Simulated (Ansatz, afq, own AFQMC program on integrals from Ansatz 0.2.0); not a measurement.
Two steps: Ansatz 0.2.0 writes the Fock matrix and Cholesky factors of the valence space, and afq projects on them the lowest state that overlaps trial and start.

```yaml
crystal:
  periodic: [false, false, false]
  atoms:
    - {symbol: Si, position_ang: [-0.005941, 0.000000, 1.692878]}
    - {symbol: Ge, position_ang: [-0.001466, 0.000000, -0.747359]}
    - {symbol: H, position_ang: [1.461722, -0.000031, 1.996378]}
    - {symbol: H, position_ang: [-0.595235, 1.204279, 2.346671]}
    - {symbol: H, position_ang: [-0.595286, -1.204254, 2.346671]}
basis:
  gaussian: {orbitals: cc-pVDZ}
total_charge: 1
magnetization: {spin_polarized: true, initial_magnetization: 2}
correlation: {method: ccsd_t, electrons: outside_noble_gas, hamiltonian_folder: ham}
```

```sh
$ ansatz run in.yaml --threads 1 --pin off --events-out ev --progress --plain --max-ram 1382MiB
```

Options of the walk:

```
--method phaseless --trial cisd --walkers 60 --populations 1 --least-time 40 --time-step 0.005 --steps-per-block 50 --equilibration-blocks 28 --max-blocks 300 --target-error 0.00038 --factor-cut 1e-05 --start spin_pure --seed 3504 --release-times 0.24,0.51,0.99,1.62,2.4 --release-step 0.03 --release-every 4 --taylor-order 6
```

Times are imaginary, in 1/Eh. The walk had a cap of 1573 s. Filled inner d shells are frozen with the cores.

afq prints:

```
orbitals 41  electrons 6 4  factors 314 of 640
reference energy -2365.67641361 Eh
CCSD correlation -0.17613399 Eh in 12 cycles, weight of the determinant in the CISD state 0.8822
energy of the start -2365.852237 Eh
 block  time / (1/Eh)  mean weight  energy / Eh
     1     0.250  1.0020  -2365.850297
     2     0.500  1.0005  -2365.850214
     3     0.750  1.0006  -2365.851210
     4     1.000  1.0028  -2365.852349
     5     1.250  1.0004  -2365.853229
    10     2.500  0.9973  -2365.856486
    29     7.250  1.0005  -2365.862612
    49    12.250  0.9984  -2365.856570
    69    17.250  0.9983  -2365.860015
    89    22.250  1.0005  -2365.861237
   109    27.250  1.0004  -2365.858733
   129    32.250  1.0008  -2365.853768
   149    37.250  0.9996  -2365.860039
   161    40.250  0.9980  -2365.865274
   169    42.250  1.0006  -2365.859754
   185    46.250  0.9990  -2365.857091
blocks merged  error / Eh  count
     1  0.000198  160
     2  0.000256  80
     4  0.000315  40
     8  0.000337  20
    16  0.000365  10
released: time / (1/Eh)  energy / Eh  error  mean overlap
  0.24  -2365.857707  0.000397  0.9944
  0.51  -2365.857784  0.000319  1.0039
  0.99  -2365.857949  0.000332  1.0190
  1.62  -2365.857767  0.000335  1.0371
  2.40  -2365.858101  0.000488  1.0164
energy -2365.857509 +/- 0.000337 Eh
(rows thinned)
```

The run passed its tests (sampling time, drift between the halves within three errors, error under three times the target), which doesn't prove that it has relaxed.

Against this walk (error 9.2 meV) on the same determinant: CCSD(T) 16.9 meV higher (within the noise), CCSDT(Q) 19.1 meV lower. The error is statistical and leaves out the bias of the constraint. Released to 2.40 1/Eh the energy moves by -16 ± 16 meV (both errors), within twice the noise.

Cautions: constraint bias not in the error; no relativity below Rb; no spin-orbit coupling; inner d shell frozen; another spin lies lower (by 1.13 eV).

The walk took 3.9 min on 1 thread of Arm Neoverse V2 (shared host). The log's last line is the phaseless energy.

CCSDT and higher add their correlation energy to the determinant of the CCSD(T) run, since their own runs factorise the integrals more tightly (a shift of under 2 meV). A walk keeps the symmetry of its determinant, which the program's search chose and which needn't be the lowest solution, so a lower state of the same spin and another symmetry isn't excluded.
